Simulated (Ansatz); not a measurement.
Geometry optimisation, Ansatz 0.2.0, RKS B3LYP-D4/def2-SVP.

Input:

```yaml
crystal:
  periodic: [false, false, false]
  atoms:
    - { symbol: Si, position_ang: [-0.410748, -0.123513, -0.39131] }
    - { symbol: Cl, position_ang: [0.080873, 0.829608, 2.769375] }
    - { symbol: H, position_ang: [0.780056, -0.851317, 0.119762] }
    - { symbol: H, position_ang: [-0.16739, 1.339359, -0.395052] }
    - { symbol: H, position_ang: [-0.673324, -0.580605, -1.791995] }
    - { symbol: O, position_ang: [-1.795183, -0.430079, 0.515789] }
    - { symbol: H, position_ang: [-2.357506, -1.13246, 0.169332] }
    - { symbol: H, position_ang: [-1.113777, 0.319305, 2.471799] }
basis:
  gaussian: { orbitals: def2-SVP }
hamiltonian:
  xc: b3lyp
  dispersion: d4
relax:
  f_tol: 0.03
  max_steps: 50
output:
  orbitals: {}
```

Launched with:

```bash
$ ansatz run input.yaml --threads 1 --pin off --max-ram 2048MiB --backend cpu --events-out ev --progress --plain --runs-dir out
```

Task: Where does it end, and by what steps?

Result: The forces met the threshold. The force dipped under the threshold on the way, but the program's further checks kept it going. After 13 steps the energy has fallen by 0.135 eV; Cl2 moved furthest, 0.63 Å.

| step | energy less start (eV) | largest force component (eV/Å) | accepted |
| --- | --- | --- | --- |
| 0 | 0.0000 | 0.926 | yes |
| 1 | -0.0350 | 1.112 | yes |
| 2 | -0.0712 | 1.507 | yes |
| 3 | -0.1213 | 0.213 | yes |
| 4 | -0.1254 | 0.179 | yes |
| 5 | -0.1241 | 0.355 | no |
| 6 | -0.1302 | 0.108 | yes |
| 7 | -0.1324 | 0.065 | yes |
| 8 | -0.1335 | 0.049 | yes |
| 9 | -0.1343 | 0.200 | yes |
| 10 | -0.1350 | 0.040 | yes |
| 11 | -0.1352 | 0.024 | yes |
| 12 | -0.1354 | 0.032 | yes |
| 13 | -0.1354 | 0.012 | yes |

```xyz
8
Properties=species:S:1:pos:R:3
Si -0.377 -0.136 -0.537
Cl -0.400 0.847 3.174
H 0.771 -1.028 -0.210
H 0.017 1.290 -0.450
H -0.865 -0.464 -1.908
O -1.634 -0.324 0.580
H -2.053 -1.192 0.636
H -1.116 0.378 2.182
```

Whether the end is a true minimum wasn't checked by a vibrational analysis.

Run time: 34 s on 1 thread of Arm Neoverse V1, with other jobs on the host, peak memory 0.14 GiB.
